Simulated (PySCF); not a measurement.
# C2H2F4 (1,1,2,2-tetrafluoroethane): the cost of one run

Computed with PySCF 2.14.0, with density-fitted response routines of our own, on a single molecule in the gas phase. Atoms count from 0, in the outputs and in this text.

## 1. The molecule as given

8 atoms, charge 0, multiplicity 1; geometry from: MMFF94s. The atoms were then displaced at random by about 0.03 Å, so the start is not that level's minimum.

Bonds of the start (Å): F0–C1 1.28, C1–F2 1.39, C1–C3 1.64, C3–F4 1.32, C3–F5 1.31, C1–H6 1.08, C3–H7 1.07.

## 2. Geometry optimisation at PBE0-D3(BJ)/def2-SVP

The job: settings as JSON, then the geometry in Å.

```
{"job": {"xc": "PBE0", "basis": "def2-SVP", "d3": "d3bj", "grid": 1, "shake": 0.03, "kind": "geom"}, "charge": 0, "multiplicity": 1}
F     -1.182670     1.058810     0.580320
C     -0.773940    -0.046020     0.067230
F     -1.343080    -0.189410    -1.195010
C      0.860120     0.000910     0.022680
F      1.207240     0.889220    -0.891950
F      1.239180    -1.197230    -0.362150
H     -1.093340    -0.859280     0.697440
H      1.224730     0.257340     0.997740
```

On the command line:

```console
$ OMP_NUM_THREADS=1 python probes_run.py task.json out
```

The driver reads the jobs from task.json and runs them one after another.

Q: Estimate the wall time and peak memory of this first job on 1 thread of Arm Neoverse V1, shared host.

About 16 s, with a peak of 0.43 GiB.
